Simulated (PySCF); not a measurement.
Li: electron affinity

Li⁻ [He] 2s2 (1S) → Li [He] 2s1 (2S), as a difference of total energies. All numbers are calculated (PySCF 2.14, no relativity, point nucleus, in aug-cc-pCVQZ (9s8p6d4f2g, 109 functions)). Correlated levels: valence: 1s2 frozen. The calculations carry no spin-orbit coupling.

```json
{"method": "UHF", "electron affinity (eV)": "-0.123"}
{"method": "MP2 (valence)", "electron affinity (eV)": "0.366"}
{"method": "SCS-MP2 (valence)", "electron affinity (eV)": "0.464"}
{"method": "CCSD (valence)", "electron affinity (eV)": "0.616"}
```

Errors of the correlated levels include the incompleteness of this basis and the frozen core.

A negative affinity means that the anion lies above the atom at that level of theory.

With two correlated electrons CCSD is exact in that space.

The coupled-cluster amplitudes are large for Li⁻ (T1 above 0.03 or a double amplitude above 0.15), so a single reference is strained.

Task: Which method comes closest to the reference value, and which is furthest?

Result: The reference is 0.618 eV (measured; photodetachment measurements, as compiled on the Wikipedia data page of electron affinities). Closest: CCSD (valence) (error -0.002 eV); furthest: UHF (error -0.741 eV).
